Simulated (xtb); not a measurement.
Species: C4H9, SMILES `C[C](C)C` (charge 0, multiplicity 2).

Problem. Give a relaxed geometry from GFN2-xTB (xtb).

Solution. the end point of this relaxation (outside a Z-matrix the atoms follow the SMILES, hydrogens last).
Z-matrix (Å, degrees):
```
C
C 1 1.4849
H 2 1.0892 1 111.03
H 2 1.0897 3 108.84 1 122.44
H 2 1.0987 3 107.11 4 115.40
C 1 1.4849 2 119.45 3 -37.42
H 6 1.0893 1 111.03 2 34.94
H 6 1.0901 7 108.85 1 -122.46
H 6 1.0989 7 107.19 8 -115.34
C 1 1.4852 2 119.17 3 159.44
H 10 1.0893 1 111.01 2 -160.74
H 10 1.0899 11 108.87 1 -122.48
H 10 1.0988 11 107.14 12 -115.39
```
